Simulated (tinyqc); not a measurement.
UHF in the sto-3g basis, for HF, spin multiplicity 1, step by step. This run ends on a higher stationary point, not on the lowest solution. One step of it, computed by the program tinyqc.

Problem. Orthogonalisation. S = U s U^T; symmetric (Loewdin) form X = U s^(-1/2) U^T, so that X^T S X = 1.

overlap S, order 1F 1s, 1F 2s, 1F 2px, 1F 2py, 1F 2pz, 2H 1s:
```
[[1.000000, 0.237990, 0.000000, 0.000000, 0.000000, 0.008458],
 [0.237990, 1.000000, 0.000000, 0.000000, 0.000000, 0.112766],
 [0.000000, 0.000000, 1.000000, 0.000000, 0.000000, 0.000000],
 [0.000000, 0.000000, 0.000000, 1.000000, 0.000000, 0.000000],
 [0.000000, 0.000000, 0.000000, 0.000000, 1.000000, 0.108788],
 [0.008458, 0.112766, 0.000000, 0.000000, 0.108788, 1.000000]]
```

Give: eigenvalues of S; X.

Solution.

eigenvalues of S: [0.7355, 0.8997, 1.0000, 1.0000, 1.0930, 1.2718]

X, order 1F 1s, 1F 2s, 1F 2px, 1F 2py, 1F 2pz, 2H 1s:
```
[[1.0223, -0.1241, 0.0000, 0.0000, -0.0006, 0.0062],
 [-0.1241, 1.0273, 0.0000, 0.0000, 0.0048, -0.0586],
 [0.0000, 0.0000, 1.0000, 0.0000, 0.0000, 0.0000],
 [0.0000, 0.0000, 0.0000, 1.0000, 0.0000, 0.0000],
 [-0.0006, 0.0048, 0.0000, 0.0000, 1.0045, -0.0553],
 [0.0062, -0.0586, 0.0000, 0.0000, -0.0553, 1.0095]]
```
